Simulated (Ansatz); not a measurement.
Results of RPBE (Ansatz, a program for electronic structure, PAW) for rock-salt RbBr.

Settings: plane-wave cutoff 520 eV, 8×8×8 k mesh, Fermi–Dirac smearing 0.01 eV, scalar-relativistic PAW data made under PBE.

A third-order Birch–Murnaghan fit to the energies gives V0 = 47.709 Å³/atom, B0 = 9.10 GPa, B′ = 4.6.

| V (Å³/atom) | P (GPa) |
|---|---|
| 44.846 | … |
| 45.800 | … |
| 46.754 | … |
| 47.709 | 0.000 |
| 48.663 | … |
| 49.617 | -0.326 |
| 50.571 | -0.463 |

Estimate the withheld pressures from this fit; the answers are the runs' own values.


- 44.846, P (GPa): 0.650
- 45.800, P (GPa): 0.408
- 46.754, P (GPa): 0.193
- 48.663, P (GPa): -0.172

The formula P = (3/2) B0 (x^(7/3) − x^(5/3)) [1 + (3/4)(B′ − 4)(x^(2/3) − 1)] with x = V0/V meets the computed pressures within 0.01 GPa when these rounded values are put in.

Measured, for comparison: bulk modulus 16 GPa (4 K, zero-point motion not removed; as tabulated in Doll and Stoll (1998), arXiv:cond-mat/9801031); equilibrium volume per atom 39.69 Å³/atom (low temperature, zero-point motion not removed; as tabulated in Doll and Stoll (1998), arXiv:cond-mat/9801031). Computed (rounded) less measured: bulk modulus -43 %, equilibrium volume per atom +20.2 %.

Note: the cell is over a tenth larger than the published one: the level's own overestimate first of all, though another phase or state, or a fault of the published cell, is possible.

Static lattice: no zero-point or thermal effects.

The result took very roughly 24 core-seconds.
